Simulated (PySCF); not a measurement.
Simulated outer-valence photoelectron spectrum of `C=[N+](C)C`. Method used: EOM-IP-CCSD/aug-cc-pVDZ in PySCF, restricted Hartree–Fock reference, 4 core orbitals frozen, non-relativistic, gas phase, PBE0-D3(BJ)/def2-SVP geometry.

Each root has a Gaussian of 0.8 eV full width with its one-hole share as area; cross sections and vibrations are left out, and the highest printed point is 100.

| ionisation energy (eV) | intensity |
| --- | --- |
| 16.6 | 0 |
| 16.7 | 0 |
| 16.8 | 1 |
| 16.9 | 1 |
| 17.0 | 2 |
| 17.1 | 4 |
| 17.2 | 8 |
| 17.3 | 12 |
| 17.4 | 17 |
| 17.5 | 23 |
| 17.6 | 28 |
| 17.7 | 31 |
| 17.8 | 32 |
| 17.9 | 30 |
| 18.0 | 26 |
| 18.1 | 20 |
| 18.2 | 15 |
| 18.3 | 10 |
| 18.4 | 6 |
| 18.5 | 4 |
| 18.6 | 4 |
| 18.7 | 5 |
| 18.8 | 9 |
| 18.9 | 14 |
| 19.0 | 21 |
| 19.1 | 31 |
| 19.2 | 43 |
| 19.3 | 56 |
| 19.4 | 69 |
| 19.5 | 82 |
| 19.6 | 92 |
| 19.7 | 98 |
| 19.8 | 100 |
| 19.9 | 97 |
| 20.0 | 88 |
| 20.1 | 76 |
| 20.2 | 61 |
| 20.3 | 47 |
| 20.4 | 33 |
| 20.5 | 22 |
| 20.6 | 13 |
| 20.7 | 8 |
| 20.8 | 4 |
| 20.9 | 2 |
| 21.0 | 1 |
| 21.1 | 0 |
| 21.2 | 0 |

Problem. Where are the maxima, and how many lines lie under the curve?

Solution. 2 maxima, at 17.8 and 19.8 eV, from 5 lines. At this width some lines have no maximum of their own.

Problem. List the lines with their holes.

Solution. 
```json
{"E (eV)": "17.78", "leading hole (HF orbital)": "HOMO", "area": "0.96", "Koopmans (eV)": "18.08"}
{"E (eV)": "19.39", "leading hole (HF orbital)": "HOMO-1", "area": "0.96", "Koopmans (eV)": "20.23"}
{"E (eV)": "19.74", "leading hole (HF orbital)": "HOMO-2", "area": "0.96", "Koopmans (eV)": "20.56"}
{"E (eV)": "19.83", "leading hole (HF orbital)": "HOMO-3", "area": "0.96", "Koopmans (eV)": "20.91"}
{"E (eV)": "20.08", "leading hole (HF orbital)": "HOMO-4", "area": "0.96", "Koopmans (eV)": "20.97"}
```

The widest gap, 1.61 eV, lies between 17.78 and 19.39 eV. Only orbitals with −ε under 21 eV, eight at most, were ionised, so the high end of the curve may lack lines.
